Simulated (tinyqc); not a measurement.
Inside a calculation. Method: CIS on RHF in the sto-6g basis, frozen core, for H2F+, spin multiplicity 1. One step of it, computed by the program tinyqc.

Problem. CIS matrix, singlets. A(ia,jb) = (e_a - e_i) d_ij d_ab + 2 (ia|jb) - (ij|ab).

orbital energies (hartree): MO1 -26.964910, MO2 -2.080935, MO3 -1.207969, MO4 -1.092229, MO5 -1.055914, MO6 -0.017642, MO7 0.147690

Two-electron integrals over orbitals (pq|rs), unique and non-zero (hartree); the lowest 1 orbital is frozen and left out:
```
(22|22) 0.865239    (32|22) -0.004580   (32|32) 0.159447    (33|22) 0.765508
(33|32) 0.004939    (33|33) 0.745825    (42|22) 0.006467    (42|32) -0.000632
(42|33) -0.006287   (42|42) 0.158731    (43|22) -0.005111   (43|32) 0.004433
(43|33) -0.006004   (43|42) 0.007257    (43|43) 0.048969    (44|22) 0.817419
(44|32) 0.007574    (44|33) 0.720065    (44|42) -0.090738   (44|43) -0.008313
(44|44) 0.899183    (52|52) 0.181400    (53|52) 0.004931    (53|53) 0.038926
(54|52) -0.035617   (54|53) -0.001811   (54|54) 0.055310    (55|22) 0.882637
(55|32) 0.005480    (55|33) 0.753063    (55|42) -0.050664   (55|43) -0.007813
(55|44) 0.838385    (55|55) 0.998085    (62|22) -0.147341   (62|32) -0.012070
(62|33) -0.093409   (62|42) -0.040362   (62|43) 0.004094    (62|44) -0.103068
(62|55) -0.151407   (62|62) 0.078598    (63|22) -0.036882   (63|32) 0.022074
(63|33) -0.031418   (63|42) 0.010114    (63|43) 0.016906    (63|44) -0.031015
(63|55) -0.039974   (63|62) 0.015752    (63|63) 0.066727    (64|22) -0.136564
(64|32) 0.009834    (64|33) -0.082715   (64|42) 0.011079    (64|43) 0.003644
(64|44) -0.145381   (64|55) -0.141336   (64|62) 0.058843    (64|63) 0.024667
(64|64) 0.073253    (65|52) -0.052592   (65|53) -0.005501   (65|54) -0.006809
(65|65) 0.026646    (66|22) 0.582427    (66|32) 0.031068    (66|33) 0.562215
(66|42) 0.068277    (66|43) 0.018724    (66|44) 0.545744    (66|55) 0.556231
(66|62) -0.056703   (66|63) 0.025149    (66|64) -0.022113   (66|66) 0.573363
(72|22) -0.036292   (72|32) 0.060942    (72|33) -0.016757   (72|42) -0.001781
(72|43) -0.024032   (72|44) -0.028852   (72|55) -0.036278   (72|62) 0.007519
(72|63) -0.024496   (72|64) 0.013972    (72|66) -0.015461   (72|72) 0.057025
(73|22) 0.197296    (73|32) 0.014317    (73|33) 0.158876    (73|42) -0.058626
(73|43) -0.001575   (73|44) 0.196220    (73|55) 0.222472    (73|62) -0.069014
(73|63) -0.013098   (73|64) -0.078724   (73|66) 0.027211    (73|72) -0.021439
(73|73) 0.157035    (74|22) -0.009699   (74|32) -0.057131   (74|33) -0.007450
(74|42) -0.005886   (74|43) 0.009908    (74|44) -0.012163   (74|55) -0.011065
(74|62) 0.010146    (74|63) -0.036605   (74|64) -0.003145   (74|66) -0.026024
(74|72) -0.009535   (74|73) -0.015503   (74|74) 0.048182    (75|52) -0.012242
(75|53) 0.024647    (75|54) 0.000660    (75|65) 0.002084    (75|75) 0.020208
(76|22) 0.003880    (76|32) -0.089136   (76|33) -0.003704   (76|42) 0.006984
(76|43) -0.041582   (76|44) -0.008810   (76|55) -0.001776   (76|62) -0.003508
(76|63) -0.070776   (76|64) -0.017412   (76|66) -0.052984   (76|72) 0.007000
(76|73) -0.022108   (76|74) 0.053299    (76|76) 0.137577    (77|22) 0.622503
(77|32) -0.038301   (77|33) 0.621830    (77|42) 0.009580    (77|43) -0.015428
(77|44) 0.594619    (77|55) 0.606052    (77|62) -0.048026   (77|63) -0.040428
(77|64) -0.036456   (77|66) 0.525360    (77|72) -0.009736   (77|73) 0.059374
(77|74) 0.020719    (77|76) 0.048967    (77|77) 0.604897
```

Give: CIS matrix A, singlet.

Solution.

CIS matrix A, singlet (hartree):
```
         2>6      2>7      3>6      3>7      4>6      4>7     5>6     5>7
2>6   1.6381   0.0112   0.0004  -0.0489   0.0494   0.0133  0.0000  0.0000
2>7   0.0112   1.7202   0.0401  -0.0046   0.0210  -0.0286  0.0000  0.0000
3>6   0.0004   0.0401   0.7616  -0.0225   0.0306  -0.0316  0.0000  0.0000
3>7  -0.0489  -0.0046  -0.0225   1.0479  -0.1159  -0.0156  0.0000  0.0000
4>6   0.0494   0.0210   0.0306  -0.1159   0.6753   0.0025  0.0000  0.0000
4>7   0.0133  -0.0286  -0.0316  -0.0156   0.0025   0.7417  0.0000  0.0000
5>6   0.0000   0.0000   0.0000   0.0000   0.0000   0.0000  0.5353  0.0059
5>7   0.0000   0.0000   0.0000   0.0000   0.0000   0.0000  0.0059  0.6380
```
